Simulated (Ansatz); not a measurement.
**CH5BS (built from SMILES CBS): one structure at several levels**

The task here is to estimate one member of a computed series from the others.

Method: single points in def2-TZVPP; program: Ansatz 0.2.0, Gaussian basis.

Cores are frozen in the correlated methods. B3LYP uses VWN-RPA correlation.

## The system as given

8 atoms, charge 0, spin multiplicity 1.

Atoms are counted from 1 here; the program's logs count them from 0.

Bond lengths: B1–C3 1.573 Å, B1–H5 1.427 Å, S2–H6 1.621 Å, C3–H7 1.142 Å, C3–H8 1.209 Å. Angles: C3–B1–H5 145.5°, B1–C3–H7 123.1°, B1–C3–H8 120.2°, H7–C3–H8 112.6°.

As a file:

```xyz
8
charge 0, multiplicity 1
B    -0.7912    0.1403   -0.1599
S     0.2028   -0.8486    1.4638
C     0.5248    0.6359   -0.8653
H     1.3042    0.2727    0.2305
H    -2.2088    0.2828   -0.0835
H    -0.6634   -2.0375    2.1437
H     0.8101    1.7384   -0.9490
H     1.0551   -0.0462   -1.7112
```

The first run:

File run/in.yaml:

```yaml
crystal:
  periodic: [false, false, false]
  atoms:
    - {symbol: B, position_ang: [-0.791200, 0.140300, -0.159900]}
    - {symbol: S, position_ang: [0.202800, -0.848600, 1.463800]}
    - {symbol: C, position_ang: [0.524800, 0.635900, -0.865300]}
    - {symbol: H, position_ang: [1.304200, 0.272700, 0.230500]}
    - {symbol: H, position_ang: [-2.208800, 0.282800, -0.083500]}
    - {symbol: H, position_ang: [-0.663400, -2.037500, 2.143700]}
    - {symbol: H, position_ang: [0.810100, 1.738400, -0.949000]}
    - {symbol: H, position_ang: [1.055100, -0.046200, -1.711200]}
basis:
  gaussian: {orbitals: def2-TZVPP}
correlation: {method: ccsd_t}
output: {forces: true}
```

No record of the launch command was kept for these runs.

Steps of the session up to this table: CCSD(T)/def2-TZVPP; PBE0-D4/def2-TZVPP; wB97M-V/def2-TZVPP; r2SCAN-D4/def2-TZVPP; PBE-D4/def2-TZVPP; B3LYP-D4/def2-TZVPP; SPW92/def2-TZVPP.

One table of the session follows, with a row left open; its other results are not shown here.

| method | RMS force component (eV/Å) | angle to CCSD(T) forces (°) | dipole (D) |
| --- | --- | --- | --- |
| CCSD(T) | 1.982 | reference | 1.43 |
| PBE0-D4 | 1.945 | 3.6 | 1.49 |
| wB97M-V | 2.031 | 2.9 | 1.57 |
| r2SCAN-D4 | 1.889 | 3.4 | 1.47 |
| PBE-D4 | 1.750 | 3.7 | 1.30 |
| B3LYP-D4 | ? | ? | ? |
| SPW92 | 1.733 | 8.2 | 1.19 |

Estimate the missing values for B3LYP-D4.

The run gave: RMS force component (eV/Å): 1.889; angle to CCSD(T) forces (°): 3.2; dipole (D): 1.50.
